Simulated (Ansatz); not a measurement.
Results of PBE-D4 (plane waves, PAW; Ansatz, a first-principles code) for zinc-blende HgTe.

Run with plane-wave cutoff 520 eV, 10×10×10 k mesh, Fermi–Dirac smearing 0.01 eV, scalar-relativistic PAW data made under PBE.

Cell (relaxed at this level):

```yaml
crystal:
  lattice:
    - [0.00000, 3.27107, 3.27107]
    - [3.27107, 0.00000, 3.27107]
    - [3.27107, 3.27107, 0.00000]
  atoms:
    - { symbol: Hg, position: [0.00000, 0.00000, 0.00000] }
    - { symbol: Te, position: [0.25000, 0.25000, 0.25000] }
```

**Question.** Predict the bulk modulus B0 and pressure derivative B′ of the bulk modulus.

**Answer.** 
- bulk modulus B0: 40.2 GPa
- pressure derivative B′ of the bulk modulus: 5.2

The run finds no gap.

Measured, for comparison: bulk modulus 42.3 GPa (temperature not stated, not corrected to a static lattice; as tabulated in Toher et al. (2017), arXiv:1611.05714). Computed (rounded) less measured: bulk modulus -5 %.

Spin–orbit coupling is not included; it can open a gap where bands touch, and shift volumes and moduli.

Computing time: around 100 core-seconds (rough).
